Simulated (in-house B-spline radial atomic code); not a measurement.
Values are calculated unless marked as measured or tabulated.
## H ion on Si atom: potential, deflection and energy transfer

The pair potential comes from two frozen, spherical free-atom densities (PBE, B-spline radial code, scalar-relativistic past argon): electrostatics plus the change in Thomas-Fermi kinetic and Dirac exchange energy where they overlap, the recipe behind the universal ZBL potential, which averages such potentials (from solid-state densities) over many pairs. It is written V = (Z1 Z2 e²/r) φ(r/a), with e² = 14.3996 eV·Å and a = 0.46850 Å/(Z1^0.23 + Z2^0.23); ZBL's fit is φ = 0.18175 e^(−3.1998x) + 0.50986 e^(−0.94229x) + 0.28022 e^(−0.4029x) + 0.02817 e^(−0.20162x). Where φ falls below 4e-4 it is continued as an exponential.

Masses 1.01 and 28.09 u.

```
x = r/a  φ, this pair   φ, ZBL
    0.1         0.895   0.8928
    0.5        0.6298   0.6096
    1.5        0.3059   0.2995
      3        0.1474   0.1292
      5       0.06378  0.05224
      8       0.01603  0.01705
     12      0.002507  0.00474
```

Question: At x = 1 the electrostatic, kinetic and exchange parts are 461.82, 76.44 and -10.83 eV. Find r, V and φ.

Answer: a = 0.46850/(1.0000 + 1.8349) = 0.16526 Å, so r = 0.16526 Å. V = 461.82 + 76.44 + (-10.83) = 527.43 eV. The bare repulsion is 1 × 14 × 14.3996/0.16526 = 1219.8 eV, so φ = 0.4324, +3.8 % against ZBL's 0.4164. The kinetic (Pauli) term is 14 % of V here.

Question: The ion comes in at 0.1264 keV with impact parameter 0.0826 Å. The scattering integral gives a centre-of-mass angle of 139.8° and a closest approach of 2.197 a. What are the reduced energy, the energy passed on and the laboratory angles?

Answer: ε = E a M2/(Z1 Z2 e² (M1 + M2)) = 126.4 × 7.9132e-04 = 0.1. The most that one collision can pass on is γE with γ = 4 M1 M2/(M1 + M2)² = 0.1340. Here T = γE sin²(θ/2) = 0.1340 × 126.4 × 0.8818 = 14.93 eV. The ion turns by arctan(sin θ/(cos θ + M1/M2)) = 138.4° (second quadrant: it bounces back), and the struck atom leaves at (180° − θ)/2 = 20.1°. The closest approach is 0.363 Å. With ZBL the angle would be 139.86° and T = 14.94 eV.
